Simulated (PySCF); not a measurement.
A geometry optimisation on `F/C=C/OCF`.

Method: PBE0-D3(BJ)/def2-SVP geometry optimisation, gas phase (PySCF 2.14.0). Start geometry: GFN2-xTB. The input is one job of a driver script: a line of settings, then coordinates in Å.

Input:
```
{"job": {"xc": "PBE0", "basis": "def2-SVP", "d3": "d3bj", "grid": 1, "kind": "geom"}, "charge": 0, "multiplicity": 1}
F      2.729634     0.493275    -0.071683
C      1.390371     0.384018    -0.162613
C      0.760112    -0.513291     0.581500
O     -0.567796    -0.761275     0.625260
C     -1.395077    -0.001982    -0.196706
F     -2.657098    -0.428537     0.021034
H      0.974314     1.081417    -0.871062
H      1.301941    -1.159162     1.256971
H     -1.357534     1.069969     0.059459
H     -1.169984    -0.159778    -1.264687
```

Output:
```
step   0  E = -390.87750184  max force = 0.020462
step   1  E = -390.87762474  max force = 0.006515
step   2  E = -390.87815633  max force = 0.007468
step   3  E = -390.87790463  max force = 0.008559
step   4  E = -390.87857496  max force = 0.000757
step   5  E = -390.87861765  max force = 0.000838
step   6  E = -390.87865795  max force = 0.001593
step   7  E = -390.87870661  max force = 0.000753
step   8  E = -390.87872277  max force = 0.000193
step   9  E = -390.87872317  max force = 0.000061
optimisation converged
```

Energies in Eh; «max force» is the largest Cartesian gradient component in Eh/bohr.

Task: Give the first gradient maximum in eV/Å.

Result: With 1 Eh/bohr = 51.422 eV/Å, 1.052 eV/Å.

Task: How much energy does the optimisation release, in kJ/mol?

Result: E(step 0) − E(last step) = 0.001221 Eh, which is 3.2 kJ/mol.

In short: final energy -390.87872 Eh after 9 steps; dipole 1.29 D.

Task: Give the final coordinates.

Result: 0.043 Å rms from the input after alignment:
```
atom  x, y, z in Å
F1     2.4501    1.0675    0.6303
C2     1.2471    0.6746    0.2085
C3     0.6392   -0.3580    0.8021
O4    -0.5637   -0.8743    0.4888
C5    -1.2430   -0.2988   -0.5729
F6    -2.3774   -0.9939   -0.7402
H7     0.8629    1.2701   -0.6223
H8     1.1189   -0.8783    1.6338
H9    -1.4872    0.7590   -0.3470
H10   -0.6323   -0.3584   -1.4965
```

Task: Estimate the wall time. Hardware: one thread, Arm Neoverse V2, no GPU (shared host).

Result: About 28 s.
Labels such as C1 count atoms from 1, the log's own numbers from 0.
